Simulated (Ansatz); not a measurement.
Ansatz (a quantum-chemistry and plane-wave program) input file for hydrogen sulfide (H2S), SMILES S, PBE0-D3(BJ)/def2-TZVPD. 

Ansatz 0.2 input:
```yaml
crystal:
  periodic: [false, false, false]
  atoms:
    - {symbol: S, position_ang: [0.00000000, 0.00000000, 0.10205344]}
    - {symbol: H, position_ang: [-0.00000000, -0.95751680, -0.81642749]}
    - {symbol: H, position_ang: [-0.00000000, 0.95751679, -0.81642749]}
basis:
  gaussian:
    orbitals: def2-TZVPD
hamiltonian:
  xc: pbe0
  dispersion: d3bj
relax: {f_tol: 0.002, max_steps: 200}
```

Program output:

```
WARN ansatz: RAYON_NUM_THREADS=1 ignored (pool sized by the plan → 1); use --threads N
Functional definition: PBE0
integrals: 0.01 GiB planned
417 factors; their error is unknown
mean field: 0.12 GiB planned
mean field evaluation 1: about -10864.0254 eV, gradient 1.2e1 eV
mean field evaluation 2: about -10864.1856 eV, gradient 1.1e1 eV
mean field evaluation 4: about -10864.4552 eV, gradient 2.9e-1 eV
mean field evaluation 8: about -10864.4820 eV, gradient 7.2e-4 eV
mean field -10864.48200112 eV, -399.2623493309 hartree, gradient 3.2e-5 eV, S^2 0.000000; 0 other end points of the search recorded, 0 dependent functions left out
the calculation of the forces begins
reference -10864.48203281 eV, -399.2623504955 hartree; 9, 9 occupied and 55, 55 virtual orbitals, 417 factors
relax step   1: F+E_penalty+E_count = -10864.49981846 eV  Δ(F+E_penalty+E_count) = +0.000e0 eV  max|allowed force component| = 5.671e-1 eV/Å  Δτ_max = 0.0000 Å  (22 SCF iters, accepted)
these checks for a lower state are left out or cut short: starts, cluster_reference, orbital_swaps, neighbouring_geometries, increment
integrals: 0.01 GiB planned
417 factors; their error is unknown
mean field: 0.12 GiB planned
mean field evaluation 16: about -10864.4871 eV, gradient 1.6e-5 eV
mean field -10864.48711404 eV, -399.2625372273 hartree, gradient 1.8e-5 eV, S^2 0.000000; 0 other end points of the search recorded, 0 dependent functions left out
the calculation of the forces begins
reference -10864.48714582 eV, -399.2625383951 hartree; 9, 9 occupied and 55, 55 virtual orbitals, 417 factors
relax step   2: F+E_penalty+E_count = -10864.50492907 eV  Δ(F+E_penalty+E_count) = -5.111e-3 eV  max|allowed force component| = 2.275e-1 eV/Å  Δτ_max = 0.0070 Å  (26 SCF iters, accepted)
these checks for a lower state are left out or cut short: starts, cluster_reference, orbital_swaps, neighbouring_geometries, increment
integrals: 0.01 GiB planned
417 factors; their error is unknown
mean field: 0.12 GiB planned
mean field -10864.48805093 eV, -399.2625716573 hartree, gradient 1.8e-5 eV, S^2 0.000000; 0 other end points of the search recorded, 0 dependent functions left out
the calculation of the forces begins
reference -10864.48808276 eV, -399.2625728269 hartree; 9, 9 occupied and 55, 55 virtual orbitals, 417 factors
relax step   3: F+E_penalty+E_count = -10864.50586504 eV  Δ(F+E_penalty+E_count) = -9.360e-4 eV  max|allowed force component| = 3.199e-3 eV/Å  Δτ_max = 0.0037 Å  (28 SCF iters, accepted)
these checks for a lower state are left out or cut short: starts, cluster_reference, orbital_swaps, neighbouring_geometries, increment
integrals: 0.01 GiB planned
417 factors; their error is unknown
mean field: 0.12 GiB planned
mean field evaluation 32: about -10864.4881 eV, gradient 2.6e-5 eV
mean field -10864.48805171 eV, -399.2625716859 hartree, gradient 2.6e-5 eV, S^2 0.000000; 0 other end points of the search recorded, 0 dependent functions left out
the calculation of the forces begins
reference -10864.48808354 eV, -399.2625728556 hartree; 9, 9 occupied and 55, 55 virtual orbitals, 417 factors
relax step   4: F+E_penalty+E_count = -10864.50586572 eV  Δ(F+E_penalty+E_count) = -6.789e-7 eV  max|allowed force component| = 2.508e-4 eV/Å  Δτ_max = 0.0003 Å  (17 SCF iters, accepted)
integrals: 0.01 GiB planned
417 factors; their error is unknown
mean field: 0.12 GiB planned
mean field -10864.48805171 eV, -399.2625716859 hartree, gradient 2.9e-5 eV, S^2 0.000000; 1 other end points of the search recorded, 0 dependent functions left out
the calculation of the forces begins
reference -10864.48808354 eV, -399.2625728556 hartree; 9, 9 occupied and 55, 55 virtual orbitals, 417 factors
Total energy: -10864.50589755 eV, -399.2632275084 hartree
Atom 0 at     0.000000     0.000000     0.109595 Å, force     0.000000     0.000000     0.000251 eV/Å
Atom 1 at    -0.000000    -0.967277    -0.820198 Å, force    -0.000000     0.000201    -0.000125 eV/Å
Atom 2 at     0.000000     0.967277    -0.820198 Å, force    -0.000000    -0.000201    -0.000125 eV/Å
Dipole moment:     0.000000     0.000000    -0.212961 e Å
```

The calculation finished and met its thresholds.
